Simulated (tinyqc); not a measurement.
Inside a calculation. Method: LCCD on RHF in the sto-3g basis, for HF, spin multiplicity 1. One step of it, computed by the program tinyqc.

Problem. LCCD: starting amplitudes. t_ij^ab = <ij||ab> / (e_i + e_j - e_a - e_b), whose energy is MP2.

orbital energies (hartree): MO1 -25.904750, MO2 -1.456253, MO3 -0.569525, MO4 -0.462845, MO5 -0.462845, MO6 0.576505

Two-electron integrals over orbitals (pq|rs), unique and non-zero (hartree):
```
(11|11) 5.362711    (21|11) -0.506816   (21|21) 0.075734    (22|11) 1.203646
(22|21) -0.020149   (22|22) 0.857566    (31|11) 0.154448    (31|21) -0.021316
(31|22) 0.012471    (31|31) 0.022393    (32|11) -0.143750   (32|21) 0.008257
(32|22) -0.023807   (32|31) 0.020925    (32|32) 0.155830    (33|11) 0.989764
(33|21) -0.010728   (33|22) 0.748511    (33|31) -0.005053   (33|32) -0.044511
(33|33) 0.755949    (41|41) 0.029595    (42|41) 0.039189    (42|42) 0.181848
(43|41) -0.010982   (43|42) -0.041340   (43|43) 0.046471    (44|11) 1.264009
(44|21) -0.014511   (44|22) 0.880115    (44|31) 0.004494    (44|32) -0.077200
(44|33) 0.746304    (44|44) 0.997514    (51|51) 0.029595    (52|51) 0.039189
(52|52) 0.181848    (53|51) -0.010982   (53|52) -0.041340   (53|53) 0.046471
(54|54) 0.053770    (55|11) 1.264009    (55|21) -0.014511   (55|22) 0.880115
(55|31) 0.004494    (55|32) -0.077200   (55|33) 0.746304    (55|44) 0.889973
(55|55) 0.997514    (61|11) 0.160379    (61|21) -0.025975   (61|22) 0.000611
(61|31) -0.008967   (61|32) -0.024953   (61|33) 0.011641    (61|44) 0.004419
(61|55) 0.004419    (61|61) 0.025100    (62|11) -0.234639   (62|21) 0.005243
(62|22) -0.124858   (62|31) -0.020205   (62|32) -0.049647   (62|33) -0.035460
(62|44) -0.122935   (62|55) -0.122935   (62|61) 0.016129    (62|62) 0.096120
(63|11) -0.364013   (63|21) 0.006342    (63|22) -0.173612   (63|31) 0.002159
(63|32) 0.094239    (63|33) -0.120505   (63|44) -0.201817   (63|55) -0.201817
(63|61) -0.006310   (63|62) 0.055059    (63|63) 0.182728    (64|41) -0.010318
(64|42) -0.040939   (64|43) -0.015573   (64|64) 0.031263    (65|51) -0.010318
(65|52) -0.040939   (65|53) -0.015573   (65|65) 0.031263    (66|11) 0.882471
(66|21) -0.009021   (66|22) 0.677478    (66|31) 0.015288    (66|32) 0.068305
(66|33) 0.668593    (66|44) 0.648931    (66|55) 0.648931    (66|61) -0.009512
(66|62) -0.065842   (66|63) -0.015653   (66|66) 0.710774
```

Give: Starting amplitudes; correlation energy.

Solution.

Starting amplitudes (spin orbitals 1a, 1b, ...; amplitudes related by a flip of all spins are not repeated):
```
from      to          t
3a 3b  6a 6b     -0.080
2a 2b  6a 6b     -0.024
2a 3b  6a 6b     -0.017
4a 4b  6a 6b     -0.015
5a 5b  6a 6b     -0.015
1a 2b  6a 6b  -5.66e-04
1a 1b  6a 6b  -4.74e-04
1a 3b  6a 6b   2.28e-04
```

correlation energy = -0.01972 hartree
